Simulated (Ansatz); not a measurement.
# C₃H+ (triplet): energies up the ladder

Aim: energies up the ladder, for C₃H+ (triplet), with the cost of each level. Charge +1. Spin multiplicity 3.

Program: Ansatz 0.2.0. Level of theory: the levels named in each step. These are calculated values, not measurements.

**1. The system as given**

Bond lengths: C1–C2 1.415 Å, C1–C3 1.451 Å, C2–C3 1.337 Å, C3–H4 1.063 Å. Angles: C1–C2–C3 63.6°, C2–C1–C3 55.6°, C1–C3–C2 60.8°, C1–C3–H4 146.7°, C2–C3–H4 152.4°.

Structure file:

```xyz
4

C     0.8635   -0.0897    0.0883
C    -0.4323   -0.2182    0.6430
C    -0.3636    0.2553   -0.6055
H    -0.8052    0.6258   -1.4981
```

**2. A rough first relaxation, PBE-D4/def2-SVP**

Contents of input.yaml:

```yaml
crystal:
  periodic: [false, false, false]
  atoms:
    - { symbol: C, position_ang: [0.86354, -0.08969, 0.08827] }
    - { symbol: C, position_ang: [-0.43232, -0.21816, 0.64299] }
    - { symbol: C, position_ang: [-0.36365, 0.25533, -0.60554] }
    - { symbol: H, position_ang: [-0.80521, 0.62576, -1.49813] }
magnetization:
  spin_polarized: true
  initial_magnetization: 2
total_charge: 1
basis:
  gaussian: { orbitals: def2-SVP }
hamiltonian:
  xc: pbe
  dispersion: d4
relax:
  f_tol: 0.03
  max_steps: 200
```

Started as:

```bash
ansatz run input.yaml --threads 2 --pin off --max-ram 5120MiB --backend cpu --events-out ev --progress --plain --runs-dir out
```

After this run come: Relaxation, PBE0-D4/def2-TZVPP; Frequencies, PBE0-D4/def2-TZVPP; Single point, PBE-D4/def2-TZVPP; Single point, r2SCAN-D4/def2-TZVPP; Single point, B3LYP-D4/def2-TZVPP; Single point, wB97M-V/def2-TZVPP; Single point, B2PLYP/def2-TZVPP; Single point, LDA/def2-TZVPP; Single point, PBE0-D4/def2-SVP; Single point, PBE-D4/def2-SVP; Single point, CCSD(T)/def2-TZVPP; Single point, CCSD(T)/def2-QZVPP.

**Question.** What will these runs give? Wanted: C1–C2 at PBE0-D4/def2-TZVPP; C1–C3 at PBE0-D4/def2-TZVPP; C2–C3 at PBE0-D4/def2-TZVPP; frequencies at PBE0-D4/def2-TZVPP; energy at CCSD(T)/CBS.

**Answer**, as computed:

| quantity | value |
| --- | --- |
| C1–C2 at PBE0-D4/def2-TZVPP | 1.357 Å |
| C1–C3 at PBE0-D4/def2-TZVPP | 1.373 Å |
| C2–C3 at PBE0-D4/def2-TZVPP | 1.373 Å |
| frequencies at PBE0-D4/def2-TZVPP | 902 to 3221 cm⁻¹ |
| energy at CCSD(T)/CBS | -3105.877 eV |

**Reading.** No mode is imaginary, so the geometry is a minimum. These totals serve in differences with atoms or fragments at the same level; alone they don't rank the methods.
